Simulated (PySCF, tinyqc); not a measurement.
Worked calculation: RKS/LDA (VWN5) in the sto-3g basis, for OH-, spin multiplicity 1. The basis has no diffuse functions, so it cannot describe the extra electron: this is an exercise in the method, not the real anion. The lowest restricted solution is unstable here: a spin-polarised one lies 0.0027 hartree lower (PySCF). One step of it, computed by the program tinyqc.

Task: Orthogonalisation. S = U s U^T; symmetric (Loewdin) form X = U s^(-1/2) U^T, so that X^T S X = 1.

overlap S, lower triangle:
```
           1O 1s     1O 2s    1O 2px    1O 2py    1O 2pz     2H 1s
1O 1s   1.000000
1O 2s   0.236704  1.000000
1O 2px  0.000000  0.000000  1.000000
1O 2py  0.000000  0.000000  0.000000  1.000000
1O 2pz  0.000000  0.000000  0.000000  0.000000  1.000000
2H 1s   0.010526  0.144614  0.000000  0.000000  0.149373  1.000000
```

Give: eigenvalues of S; X.

Result:

eigenvalues of S: 0.7145  0.8731  1.0000  1.0000  1.1166  1.2958

X, lower triangle:
```
          1O 1s    1O 2s  1O 2px  1O 2py   1O 2pz   2H 1s
1O 1s    1.0221
1O 2s   -0.1238   1.0305
1O 2px   0.0000   0.0000  1.0000
1O 2py   0.0000   0.0000  0.0000  1.0000
1O 2pz  -0.0011   0.0086  0.0000  0.0000   1.0086
2H 1s    0.0082  -0.0761  0.0000  0.0000  -0.0768  1.0169
```
